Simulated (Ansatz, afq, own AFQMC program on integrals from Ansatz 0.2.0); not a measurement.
Where AFQMC and coupled cluster stand for CH2B, doublet

```xyz
4

B     0.0000    0.0000    0.8265
C     0.0000    0.0000   -0.5553
H     0.0000   -0.9252   -1.1237
H     0.0000    0.9252   -1.1237
```

Connectivity, by distances: B–CH2.

Basis aug-cc-pVDZ. Noble-gas cores (and the filled d shells of Ga–Kr and In–Xe) are frozen. AFQMC by an in-house program on the Cholesky factors that Ansatz 0.2.0 writes for its CCSD(T) run. The CISD trial takes its coefficients from CCSD amplitudes. Released means that phaseless walkers are propagated on without the constraint, phases kept. Free projection: walkers drawn from exp(T), propagated without any constraint. Its projection time is finite, and what remains of the start isn't in its error. Uncertainties: one standard error, sampling alone.

Determinant: ROHF, the one that the program's search chose, which needn't be the lowest solution. The geometry is a PBE0/def2-TZVP stationary point of this or a neighbouring charge and spin state.

No full CI on the walks' own integrals is used here; CCSDT(Q) serves as the reference and is uncertain by about the last step of the cluster series.

Cautions: a spin-contaminated unrestricted determinant lies lower (UHF 152 meV lower, ⟨S²⟩ 0.91).

- T1 diagnostic: 0.0250
- weight of the determinant in the CISD state: 0.886
- size of the correlated space: 9 electrons in 62 orbitals

| level | correlation energy (eV) |
| --- | --- |
| MP2 | -5.3144 |
| CCSD | -5.9910 |
| CCSD(T) | -6.2331 |

**Question.** Estimate where AFQMC with the constraint released lies against CCSD(T) on the same integrals.

**Answer.** 3.5 ± 0.3 kJ/mol below CCSD(T).

Reference: CCSDT(Q), correlation energy -6.275 eV. The released energy is read at 2.40 1/Eh (meV from the phaseless value at times in 1/Eh: -7 ± 3 at 0.24, -11 ± 4 at 0.51, -14 ± 3 at 0.99, -28 ± 5 at 1.62, -18 ± 3 at 2.40).

```csv
level,E − E(reference) (kJ/mol),share of correlation (%)
CCSD(T),4.1,99.33
CCSDT,1.4,99.76
ph-AFQMC/HF,5.9 ± 2.4,99.02
ph-AFQMC/CISD,2.3 ± 0.4,99.62
released AFQMC,0.5 ± 0.3,99.91
free AFQMC,-0.3 ± 0.8,100.06
```

Free projections are given only where their last times agree within the noise and don't stop above the reference; a slow remainder of the start can still hide under it. A walk keeps the symmetry of its determinant, which the program's search chose and which needn't be the lowest solution, so a lower state of the same spin and another symmetry isn't excluded. Released energies are given only where the last usable release times agree within the noise; a slower fall can still hide under it.
